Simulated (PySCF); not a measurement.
**Multinuclear NMR of C3H5N3**

Structure with atom numbers: `[CH3:1][n:2]1[n:3][cH:4][cH:5][n:6]1`. Each H is labelled by its parent atom.

- σ from GIAO-PBE0/pcSseg-1
- structure optimised with PBE0-D3(BJ)/def2-SVP
- J couplings at B3LYP/pcJ-1 (spin–dipole term only in couplings to heteroatoms)
- run in PySCF 2.14
- one computed conformer, no solvent model, relativity neglected, fast rotation and ring inversion assumed for equivalent nuclei

Q: Predict the 15N NMR data.

A: 
```
atoms                         environment  σ (ppm)  δ (ppm)
N3/N6  pyridine-type nitrogen of an azole    -98.5    -60.3
   N2          pyrrole-type ring nitrogen     -5.5   -145.4
```

Shieldings were converted by a linear fit to measured shifts: 15N: δ = -150.45 − 0.916σ (rms 7.2 ppm, 79 shifts vs CH3NO2, solution or neat liquid). Occasional misses reach two or three times the rms, and more in compound classes unlike the fitted ones. Couplings are scaled by factors fitted to measured values: 2J(H,H) × 0.91 (rms 0.6 Hz), 3J(H,H) × 0.91 (rms 0.4 Hz, 0.5 with 2 outliers); all others are unscaled and can be 10–30 % off.

Couplings (the largest are listed; each averaged over equivalent pairs): 1J(C1,N2) = -20.2 Hz, 1J(N2,N3) = -14.5 Hz, 2J(N3,H(C4)) = -14.0 Hz, 2J(C1,N3) = -8.1 Hz, 2J(N2,C4) = -2.9 Hz, 2J(N3,N6) = -2.5 Hz, 2J(N3,C5) = 1.7 Hz, 2J(N2,H(C1)) = 1.6 Hz, 3J(N2,H(C4)) = -9.6 Hz, 3J(N3,H(C1)) = -2.0 Hz. Signs are for 15N, whose magnetogyric ratio is negative.

On a 400 MHz spectrometer 15N resonates near 40.5 MHz, so 1 ppm is 40.5 Hz.
